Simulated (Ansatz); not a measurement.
## C₂, triplet in 6-31G: errors against full CI

Geometry: a point of a stretch scan, not a stationary point.

```xyz
2

C     0.0000    0.0000    0.0000
C     0.0000    0.0000    1.6270
```

Basis 6-31G; Ansatz 0.2.0. Correlated methods freeze the noble-gas cores, which leaves 8 electrons in 16 orbitals. R marks a restricted (for open shells ROHF) determinant. Active spaces: valence = (8e, 8o) chosen from the atoms' valence shells.

Full CI is exact within this basis and frozen core; it isn't the basis-set limit.

For open shells CISD and CISDTQ are restricted-active-space CI with the open shells as a complete middle space.

```
UHF ⟨S²⟩                          : 2.742
T1 diagnostic (RCCSD)             : 0.0321
largest doubles amplitude (RCCSD) : 0.208
```

From what is known of these methods and the diagnostics, rank them by the size of their error in total energy against full CI in 6-31G, smallest first (an estimate: the text doesn't fix the numbers).
A. CISDTQ
B. MRCISD+Q (valence space)
C. CASSCF (valence space)
D. NEVPT2 (valence space)
E. MRCISD (valence space)

B (0.5 kJ/mol), E (3.4 kJ/mol), A (5.3 kJ/mol), D (33.8 kJ/mol), C (123.5 kJ/mol).

All errors are against full CI in 6-31G. Within each family the higher level lies nearer, as is usual though not guaranteed.

The full-CI state has the irrep B3u of D2h, in the program's axes (one component, if the state is degenerate).

Natural occupations of full CI about the gap: 1.964 1.883 1.814 1.036 0.940 0.186 0.098 0.042 0.009 0.008; effectively unpaired electrons, Σ n²(2−n)², 2.31.
